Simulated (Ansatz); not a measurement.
# H3MgNSi: functionals against CCSD(T) at one geometry

One table from this session's results is given with a row withheld; the runs are named, their logs left out.

Method: single points in def2-TZVPP; program: Ansatz 0.2.0, Gaussian basis.

Correlated methods freeze the cores. The outer core shell of Li, Na, Mg and K is correlated.

**Where the work starts**

SMILES `[NH]1[Mg][SiH2]1`, 6 atoms, charge 0, spin multiplicity 1.

Atoms are counted from 1 here; the program's logs count them from 0.

Bond lengths: N1–Mg2 2.209 Å, N1–Si3 1.673 Å, N1–H4 1.061 Å, Mg2–Si3 2.390 Å, Si3–H5 1.414 Å, Si3–H6 1.452 Å. Angles: Mg2–N1–Si3 74.6°, Mg2–N1–H4 167.8°, Si3–N1–H4 117.5°, N1–Mg2–Si3 42.4°, N1–Si3–Mg2 63.0°, N1–Si3–H5 124.1°, N1–Si3–H6 123.1°, Mg2–Si3–H5 118.8°, Mg2–Si3–H6 118.6°, H5–Si3–H6 104.8°.

Coordinates:

```mol
H3MgNSi
  3D, bonds by distance, orders not assigned

  6  6  0  0  0  0  0  0  0  0999 V2000
   -0.6688   -0.8954   -0.1539 N   0  0
    1.4171   -1.5826    0.0844 Mg  0  0
    0.2350    0.4942    0.0735 Si  0  0
   -1.7187   -0.7857   -0.2598 H   0  0
    0.5160    1.4332   -0.9462 H   0  0
    0.1927    1.2752    1.2963 H   0  0
  1  2  8  0
  1  3  8  0
  1  4  8  0
  2  3  8  0
  3  5  8  0
  3  6  8  0
M  END
```

The first run:

The input, run/in.yaml:

```yaml
crystal:
  periodic: [false, false, false]
  atoms:
    - {symbol: N, position_ang: [-0.668800, -0.895400, -0.153900]}
    - {symbol: Mg, position_ang: [1.417100, -1.582600, 0.084400]}
    - {symbol: Si, position_ang: [0.235000, 0.494200, 0.073500]}
    - {symbol: H, position_ang: [-1.718700, -0.785700, -0.259800]}
    - {symbol: H, position_ang: [0.516000, 1.433200, -0.946200]}
    - {symbol: H, position_ang: [0.192700, 1.275200, 1.296300]}
basis:
  gaussian: {orbitals: def2-TZVPP}
correlation: {method: ccsd_t}
output: {forces: true}
```

The command line of these runs was not kept.

Among the steps run: CCSD(T)/def2-TZVPP; PBE0-D4/def2-TZVPP; wB97M-V/def2-TZVPP; r2SCAN-D4/def2-TZVPP; PBE-D4/def2-TZVPP; r2SCAN0-D4/def2-TZVPP; wB97X-V/def2-TZVPP.

One table of the session follows, with a row left open; its other results are not shown here.

```
    method  RMS force component (eV/Å)  angle to CCSD(T) forces (°)  dipole (D)
   CCSD(T)                       0.711                    reference        2.46
   PBE0-D4                       0.719                         12.1        2.90
   wB97M-V                       0.679                         11.7        2.90
 r2SCAN-D4                       0.707                         10.1        2.86
    PBE-D4                           ?                            ?           ?
r2SCAN0-D4                       0.724                         14.6        3.04
   wB97X-V                       0.723                         14.4        3.25
```

Estimate the missing values for PBE-D4.

**Answer.** RMS force component (eV/Å): 0.714; angle to CCSD(T) forces (°): 13.2; dipole (D): 2.61. In the column «RMS force component (eV/Å)» it lies between CCSD(T) (0.711) and PBE0-D4 (0.719).
